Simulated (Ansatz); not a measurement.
Steps of a relaxation of C3H7FO2 (`COC(C)(O)F`) with RKS PBE-D4/def2-SVP.

```sh
$ ansatz run in.yaml --threads 2 --pin off --events-out ev --progress --plain --max-ram 22528MiB --backend cpu
```

```yaml
crystal:
  periodic: [false, false, false]
  atoms:
    - {symbol: C, position_ang: [-0.748400, -1.590300, 0.073900]}
    - {symbol: O, position_ang: [-0.914300, -0.302600, 0.729200]}
    - {symbol: C, position_ang: [-0.206800, 0.746400, 0.112500]}
    - {symbol: C, position_ang: [1.403400, 0.567900, 0.173100]}
    - {symbol: O, position_ang: [-0.606600, 0.996000, -1.203400]}
    - {symbol: F, position_ang: [-0.488200, 1.886500, 0.815300]}
    - {symbol: H, position_ang: [-1.441800, -2.252900, 0.557500]}
    - {symbol: H, position_ang: [0.258500, -1.923200, 0.131200]}
    - {symbol: H, position_ang: [-1.092700, -1.448400, -0.944800]}
    - {symbol: H, position_ang: [1.841800, 1.470200, -0.127800]}
    - {symbol: H, position_ang: [1.648500, 0.326400, 1.215500]}
    - {symbol: H, position_ang: [1.677400, -0.244400, -0.465300]}
    - {symbol: H, position_ang: [-1.310500, 1.733700, -1.051900]}
basis:
  gaussian: {orbitals: def2-SVP}
hamiltonian: {xc: pbe, dispersion: d4}
relax: {f_tol: 0.03, max_steps: 200}
```

Positions (Å) and forces (eV/Å) along the path, 8 of 8 steps:

```xyz
13
step=1 energy=-10017.1867 eV
C    -0.748   -1.590    0.074   -1.314    2.349    0.273
O    -0.914   -0.303    0.729    0.416    0.190   -0.140
C    -0.207    0.746    0.113    2.104   -0.483   -0.238
C     1.403    0.568    0.173   -3.419   -1.011    1.112
O    -0.607    0.996   -1.203   -1.351    1.337    0.499
F    -0.488    1.887    0.815   -0.391    0.019    0.680
H    -1.442   -2.253    0.557   -0.500   -0.783    0.653
H     0.259   -1.923    0.131    1.534   -0.715    0.035
H    -1.093   -1.448   -0.945    0.057   -0.233   -1.005
H     1.842    1.470   -0.128    0.943    1.827   -0.681
H     1.649    0.326    1.216    0.174   -0.019    0.234
H     1.677   -0.244   -0.465    0.537   -0.902   -0.824
H    -1.310    1.734   -1.052    1.211   -1.575   -0.598
13
step=2 energy=-10017.5606 eV
C    -0.768   -1.547    0.062   -0.526    1.101    0.365
O    -0.884   -0.276    0.739    0.078   -0.360   -0.256
C    -0.171    0.761    0.130    1.018   -0.379   -0.205
C     1.384    0.562    0.178   -1.569   -0.029    0.330
O    -0.578    0.991   -1.188   -0.662    0.804    0.329
F    -0.501    1.878    0.863    0.007    0.035    0.243
H    -1.479   -2.213    0.566   -0.087   -0.273    0.167
H     0.253   -1.940    0.135    0.392   -0.307   -0.020
H    -1.073   -1.436   -0.994    0.081   -0.066   -0.236
H     1.839    1.500   -0.137    0.373    0.412   -0.192
H     1.662    0.321    1.219    0.085    0.023    0.037
H     1.687   -0.255   -0.486    0.143   -0.170   -0.242
H    -1.350    1.620   -1.071    0.668   -0.792   -0.321
13
step=3 energy=-10017.6648 eV
C    -0.798   -1.533    0.066    0.078    0.151    0.120
O    -0.861   -0.275    0.736   -0.023   -0.309   -0.154
C    -0.136    0.760    0.139   -0.173    0.184   -0.179
C     1.364    0.593    0.175    0.336   -0.137    0.001
O    -0.535    1.010   -1.177   -0.133    0.224    0.198
F    -0.476    1.858    0.909   -0.038    0.093    0.088
H    -1.546   -2.188    0.556    0.033    0.042   -0.065
H     0.208   -2.013    0.168   -0.122    0.051   -0.018
H    -1.037   -1.431   -1.018   -0.002   -0.015    0.115
H     1.846    1.542   -0.135   -0.048   -0.087    0.015
H     1.679    0.335    1.205    0.010    0.008   -0.055
H     1.688   -0.205   -0.522    0.007    0.032    0.052
H    -1.375    1.512   -1.086    0.075   -0.238   -0.118
13
step=4 energy=-10017.6698 eV
C    -0.790   -1.501    0.060    0.007   -0.290   -0.262
O    -0.837   -0.271    0.718   -0.292    0.716    0.511
C    -0.122    0.788    0.137   -0.184   -0.424   -0.223
C     1.379    0.567    0.179    0.050    0.415   -0.198
O    -0.547    1.062   -1.160    0.086   -0.036   -0.019
F    -0.449    1.871    0.919    0.034    0.055    0.329
H    -1.572   -2.133    0.518   -0.019   -0.102   -0.028
H     0.193   -2.012    0.178    0.045   -0.072   -0.024
H    -1.003   -1.376   -1.023   -0.002   -0.137   -0.097
H     1.843    1.519   -0.132    0.238    0.017   -0.040
H     1.689    0.336    1.214   -0.053   -0.026   -0.011
H     1.722   -0.231   -0.507   -0.128    0.010    0.027
H    -1.486    1.345   -1.085    0.219   -0.127    0.034
13
step=5 energy=-10017.6624 eV rejected
C    -0.813   -1.463    0.052   -0.139   -0.455   -0.031
O    -0.889   -0.242    0.756    0.186    0.092   -0.393
C    -0.125    0.770    0.163    0.381    1.010    0.302
C     1.382    0.583    0.178   -0.026   -0.273    0.267
O    -0.480    1.070   -1.134   -0.258   -0.351   -0.231
F    -0.425    1.877    0.956   -0.007   -0.136    0.127
H    -1.546   -2.153    0.511    0.022   -0.001    0.037
H     0.199   -1.929    0.113   -0.060    0.001    0.015
H    -1.074   -1.336   -1.022    0.041   -0.024   -0.006
H     1.863    1.526   -0.138   -0.019   -0.028   -0.044
H     1.692    0.342    1.210    0.119   -0.029    0.037
H     1.686   -0.231   -0.507    0.056    0.051    0.026
H    -1.450    1.152   -1.122   -0.297    0.142   -0.107
13
step=6 energy=-10017.7068 eV
C    -0.800   -1.498    0.057    0.006    0.011    0.007
O    -0.855   -0.249    0.727   -0.087    0.008    0.013
C    -0.117    0.799    0.152   -0.070   -0.092   -0.078
C     1.387    0.593    0.169   -0.023    0.092   -0.048
O    -0.528    1.074   -1.145    0.061    0.011    0.034
F    -0.432    1.877    0.963    0.019   -0.054    0.040
H    -1.613   -2.123    0.474    0.011    0.004    0.031
H     0.166   -2.028    0.222    0.005    0.016   -0.006
H    -0.965   -1.389   -1.037    0.026    0.023   -0.002
H     1.869    1.538   -0.139    0.073   -0.018   -0.010
H     1.706    0.332    1.194    0.013    0.002    0.013
H     1.693   -0.205   -0.533   -0.021   -0.002    0.014
H    -1.490    1.245   -1.087   -0.014   -0.001   -0.008
13
step=7 energy=-10017.7102 eV
C    -0.796   -1.494    0.056   -0.023   -0.016   -0.014
O    -0.879   -0.242    0.715    0.014    0.000    0.006
C    -0.125    0.799    0.152    0.013   -0.010    0.042
C     1.379    0.586    0.170   -0.008    0.002   -0.011
O    -0.523    1.089   -1.143   -0.025    0.032   -0.021
F    -0.428    1.869    0.977   -0.013    0.018    0.002
H    -1.589   -2.134    0.487    0.002   -0.003    0.001
H     0.184   -1.998    0.215    0.006    0.013    0.008
H    -0.969   -1.393   -1.038    0.010   -0.014   -0.007
H     1.876    1.520   -0.151    0.015   -0.002   -0.004
H     1.701    0.333    1.197    0.001   -0.002   -0.004
H     1.677   -0.222   -0.524    0.003   -0.014    0.008
H    -1.488    1.251   -1.096    0.005   -0.002   -0.007
13
step=8 energy=-10017.7110 eV
C    -0.792   -1.493    0.054   -0.002   -0.008   -0.001
O    -0.885   -0.240    0.710    0.003   -0.007    0.005
C    -0.127    0.804    0.154   -0.015    0.000    0.013
C     1.376    0.583    0.167    0.004    0.004   -0.005
O    -0.528    1.103   -1.139    0.014    0.015   -0.021
F    -0.427    1.869    0.987    0.007   -0.008   -0.007
H    -1.588   -2.134    0.477    0.001   -0.001   -0.002
H     0.189   -1.993    0.229   -0.001    0.003    0.004
H    -0.949   -1.398   -1.043    0.003    0.002    0.006
H     1.880    1.508   -0.167    0.000    0.000    0.001
H     1.700    0.339    1.195   -0.003    0.002   -0.001
H     1.666   -0.237   -0.516   -0.005   -0.003    0.002
H    -1.494    1.255   -1.093   -0.006    0.001    0.007
```

Hardware: 2 threads of an AMD EPYC 7R13 on a shared host. Wall time 16 s, peak host memory 0.17 GiB.
